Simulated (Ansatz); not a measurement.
**One shape, several levels: OH− (hydroxide)**

Aim: a comparison of 6 runs (CAM-B3LYP/aug-cc-pVTZ, PBE0/aug-cc-pVTZ, SVWN5/aug-cc-pVTZ, r2SCAN/aug-cc-pVTZ, wB97X/aug-cc-pVTZ, BCCD(T)/aug-cc-pVTZ) of OH− (hydroxide). 

The results are computed with Ansatz 0.2.0.

## (1) The structure to begin with

The species is OH− (2 atoms), meant as a singlet with charge -1. SMILES: `[OH-]`. The O1–H2 distance was set to 1.445 Å, away from the relaxed value.

Bond lengths: O1–H2 1.445 Å.

## (2) The energy at CAM-B3LYP/aug-cc-pVTZ (run 1)

The input, molecule.yaml:

```yaml
basis:
  gaussian:
    orbitals: aug-cc-pVTZ
crystal:
  periodic: [false, false, false]
  atoms:
    - symbol: O
      position_ang: [0.823580, -0.263594, 0.424990]
    - symbol: H
      position_ang: [-0.411800, 0.131800, -0.212500]
total_charge: -1
magnetization:
  spin_polarized: false
  initial_magnetization: 0
hamiltonian:
  xc: {name: CAM-B3LYP}
accuracy: high
output: {orbitals: {seedname: orbitals}}
```

Launch:

```console
$ ansatz run molecule.yaml --threads 1 --pin off --max-ram 3480MiB --events-out events.jsonl --progress --plain --runs-dir runs
```

Output:

```text
Warning: RAYON_NUM_THREADS=1 ignored (pool sized by the plan → 1); use --threads N
Functional definition: CAM-B3LYP
  name "CAM-B3LYP"
  parameter alpha = 0.19
  parameter beta = 0.46
  parameter omega = 0.33/bohr
  parameter ac = 0.81
  exchange = (1 - alpha - beta)*b88_x + beta*b88_x_sr(omega) + alpha*exact_x + beta*exact_x_lr(omega)
  correlation = (1 - ac)*vwn5_c + ac*lyp_c
928 factors; integrals over basis functions are off by at most 3.4e-9 eV
231 factors; integrals over basis functions are off by at most 2.1e-9 eV
mean field evaluation 1: about -2052.6799 eV, gradient 6.4e1 eV
mean field evaluation 2: about -2035.1668 eV, gradient 1.3e2 eV
mean field evaluation 4: about -2060.6246 eV, gradient 5.0e-1 eV
mean field evaluation 8: about -2060.6264 eV, gradient 2.9e-2 eV
mean field evaluation 16: about -2060.6264 eV, gradient 8.0e-6 eV
mean field -2060.62641787 eV, -75.7266241141 hartree, gradient 2.7e-9 eV, S^2 0.000000; 0 other end points of the search recorded, 0 dependent functions left out
reference -2060.62643075 eV, -75.7266245873 hartree; 5, 5 occupied and 64, 64 virtual orbitals, 928 factors
Total energy: -2060.62643075 eV, -75.7266245873 hartree
```

Wall time 1.5 s (1 thread of Arm Neoverse V1, shared host); peak memory 0.12 GiB.

## (3) A single-point energy at PBE0/aug-cc-pVTZ (run 2)

The input, in.yaml:

```yaml
crystal:
  periodic: [false, false, false]
  atoms:
    - {symbol: O, position_ang: [0.823580, -0.263594, 0.424990]}
    - {symbol: H, position_ang: [-0.411800, 0.131800, -0.212500]}
basis:
  gaussian:
    orbitals: aug-cc-pVTZ
total_charge: -1
hamiltonian:
  xc: pbe0
accuracy: high
output: {orbitals: {seedname: orbitals}}
```

Launch:

```console
$ ansatz run in.yaml --threads 1 --pin off --max-ram 3480MiB --events-out events.jsonl --progress --plain --runs-dir runs
```

Output:

```text
Warning: RAYON_NUM_THREADS=1 ignored (pool sized by the plan → 1); use --threads N
Functional definition: PBE0
  name "PBE0"
  parameter a = 0.25
  parameter kappa = 0.804
  parameter beta = 0.06672455060314922
  exchange = (1 - a)*pbe_x(kappa = kappa, mu = beta*pi^2/3) + a*exact_x
  correlation = pbe_c(beta = beta)
928 factors; integrals over basis functions are off by at most 3.4e-9 eV
mean field evaluation 1: about -2011.3775 eV, gradient 1.2e2 eV
mean field evaluation 2: about -1974.0413 eV, gradient 2.3e2 eV
mean field evaluation 4: about -2055.7593 eV, gradient 3.8e1 eV
mean field evaluation 8: about -2058.8620 eV, gradient 1.6e-1 eV
mean field evaluation 16: about -2058.8617 eV, gradient 5.9e-6 eV
mean field evaluation 32: about -2051.7019 eV, gradient 8.2e0 eV
mean field -2058.86171678 eV, -75.6617725452 hartree, gradient 5.9e-8 eV, S^2 0.000000; 2 other end points of the search recorded, 0 dependent functions left out
reference -2058.86171923 eV, -75.6617726350 hartree; 5, 5 occupied and 64, 64 virtual orbitals, 928 factors
Total energy: -2058.86171923 eV, -75.6617726350 hartree
```

Wall time 1.6 s (1 thread of Arm Neoverse V1, shared host); peak memory 0.11 GiB.

Runs 3 to 4 aren't shown in full; the table further down has their settings and results.

## (4) A single-point energy at wB97X/aug-cc-pVTZ (run 5)

The input, run.yaml:

```yaml
crystal:
  periodic: [false, false, false]
  atoms:
    - symbol: O
      position_ang: [0.823580, -0.263594, 0.424990]
    - symbol: H
      position_ang: [-0.411800, 0.131800, -0.212500]
basis:
  gaussian: {orbitals: aug-cc-pVTZ}
total_charge: -1
hamiltonian: {xc: {name: wB97X}}
accuracy: high
output: {orbitals: {seedname: orbitals}}
```

Launch:

```console
$ ansatz run run.yaml --threads 1 --pin off --max-ram 3480MiB --events-out events.jsonl --progress --plain --runs-dir runs
```

Output, shortened:

```text
Warning: RAYON_NUM_THREADS=1 ignored (pool sized by the plan → 1); use --threads N
Functional definition: wB97X
  name "wB97X"
[...]
      + exact_x_lr(omega)
[...]
      + integral(e_c_pw_opposite_spin*poly(b97_u_opposite, 1, cos1, cos2, cos3, cos4))
928 factors; integrals over basis functions are off by at most 3.4e-9 eV
209 factors; integrals over basis functions are off by at most 2.1e-9 eV
[...]
mean field -2060.55237832 eV, -75.7239032108 hartree, gradient 3.3e-8 eV, S^2 0.000000; 0 other end points of the search recorded, 0 dependent functions left out
reference -2060.55237543 eV, -75.7239031046 hartree; 5, 5 occupied and 64, 64 virtual orbitals, 928 factors
Total energy: -2060.55237543 eV, -75.7239031046 hartree
```

Run time: 3.9 s. Hardware: 1 thread of Arm Neoverse V1, shared host; peak memory 0.17 GiB.

## (5) A single-point energy at BCCD(T)/aug-cc-pVTZ (run 6)

The input, run.yaml:

```yaml
basis:
  gaussian:
    orbitals: aug-cc-pVTZ
crystal:
  periodic: [false, false, false]
  atoms:
    - {symbol: O, position_ang: [0.823580, -0.263594, 0.424990]}
    - {symbol: H, position_ang: [-0.411800, 0.131800, -0.212500]}
total_charge: -1
correlation:
  method: bccd_t
  frozen_orbitals: {H: 0, O: 1}
accuracy: high
scf:
  omitted_lower_state_checks: [cluster_reference, increment]
```

Launch:

```console
$ ansatz run run.yaml --threads 1 --pin off --max-ram 3480MiB --events-out events.jsonl --progress --plain --runs-dir runs
```

Output, shortened:

```text
Warning: RAYON_NUM_THREADS=1 ignored (pool sized by the plan → 1); use --threads N
Functional definition: HF
  name "HF"
[...]
928 factors; integrals over basis functions are off by at most 3.4e-9 eV
[...]
mean field -2049.52054865 eV, -75.3184909481 hartree, gradient 3.0e-8 eV, S^2 0.000000; 0 other end points of the search recorded, 0 dependent functions left out; unrestricted orbitals would lower it
1 core orbitals not correlated: weight in the atoms' cores, before any rotation towards them, 1.000 or more for the frozen orbitals, at most 0.000 for the correlated occupied ones
reference -2049.52054865 eV, -75.3184909481 hartree; 4, 4 occupied and 64, 64 virtual orbitals, 928 factors
second order -8.04529215 eV of doubles, -0.00000000 eV of singles
cycle   1  -7.68600789 eV  change    3.6e-1 eV  update   1.3e-1
[...]
cycle  25  -8.11235358 eV  change  -1.8e-10 eV  update  2.9e-10
perturbative correction -0.48244981 eV, -0.0177297037 hartree
Total energy: -2058.11535204 eV, -75.6343441469 hartree
Checks for a lower state left out: cluster_reference, increment
```

Run time: 3.3 s. Hardware: 1 thread of Arm Neoverse V1, shared host; peak memory 0.26 GiB.

## (6) All runs side by side

```tsv
run	level	frozen core orbitals	energy (Eh)	HOMO energy (eV)	LUMO energy (eV)	HOMO–LUMO gap (eV)	wall time
1	CAM-B3LYP/aug-cc-pVTZ	–	-75.726625	-1.07	4.26	5.33	1.5 s
2	PBE0/aug-cc-pVTZ	–	-75.661773	0.49	3.88	3.38	1.6 s
3	SVWN5/aug-cc-pVTZ	–	-75.210986	1.84	3.29	1.45	1.7 s
4	r2SCAN/aug-cc-pVTZ	–	-75.710269	1.76	3.82	2.05	3.3 s
5	wB97X/aug-cc-pVTZ	–	-75.723903	-2.13	5.04	7.17	3.9 s
6	BCCD(T)/aug-cc-pVTZ	1	-75.634344	–	–	–	3.3 s
```

## (7) Outcome

```
                                         quantity         value
                              run 6: total energy  -75.63434 Eh
run 6: correlation energy (1 core orbital frozen)    -315.9 mEh
                            run 6: (T) correction    -17.73 mEh
```

Over runs 1, 2, 3, 4, 5 the HOMO–LUMO gap runs from 1.45 eV (SVWN5/aug-cc-pVTZ) to 7.17 eV (wB97X/aug-cc-pVTZ). The empty levels of an anion lie above zero and hang on the basis. Totals of different functionals can't be ranked against each other. In runs 2, 3, 4 the HOMO lies above zero, so the outermost electron may be held by the basis alone. In run 6 the log says that unrestricted orbitals would lower the reference, so the values rest on an unstable closed-shell determinant (other closed-shell runs at this shape may share the fault). All runs together took 15 s, the longest 3.9 s.
